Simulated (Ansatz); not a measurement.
# Which method gave which barrier?

Saddle point of SiH6S, closed shell (SiH₄S ([SiH3][SH]) + H₂ → SiH₄ + H₂S; bonds formed: Si1–H7, S2–H6; bonds broken: Si1–S2, H6–H7), PBE0-D4/def2-TZVP structure:

Si1  (-0.636, -0.122, -0.416)
S2  (0.715, 0.473, 1.610)
H3  (-0.704, -0.692, -1.801)
H4  (-1.393, 1.145, -0.360)
H5  (-1.222, -1.230, 0.388)
H6  (1.031, 0.622, -0.032)
H7  (0.840, 0.504, -0.997)
H8  (1.369, -0.701, 1.608)
(Å)

Ansatz 0.2.0; basis: def2-TZVPP, with def2-QZVPP for the basis limit; cores frozen in the correlated methods. B3LYP uses VWN-RPA correlation. Extrapolation: Hartree–Fock as exp(−7.88 √X), correlation as X^−2.97. Four methods, as single points on the PBE0-D4 structures, gave these electronic barriers from the start structure: 203.0, 236.2, 250.7, 310.2 kJ/mol.

(1) The methods were, in alphabetical order, B3LYP-D4, CCSD(T), HF, PBE-D4. Which gave which? (A judgement: the text doesn't fix the answer.)

The T1 diagnostic stays at or below 0.014.

Answers

(1) By the calculation: PBE-D4 203.0; B3LYP-D4 236.2; CCSD(T) 250.7; HF 310.2 kJ/mol. For comparison, CCSD(T) at an estimated basis limit (MP2 extrapolated from triple and quadruple zeta, plus CCSD(T) − MP2 in triple zeta) gives 248.2 kJ/mol.

Labels in which every atom is bracketed show which atoms are joined, not bond orders.

For scale, one of the runs: CCSD(T)/def2-TZVPP, 168 basis functions, launched by `ansatz run in.yaml --threads 2 --pin off --events-out ev --progress --plain --max-ram 4352MiB`. The run took 15 s on 2 CPU threads of an Arm Neoverse V2 (shared host), with 1.2 GiB of host memory at its peak.
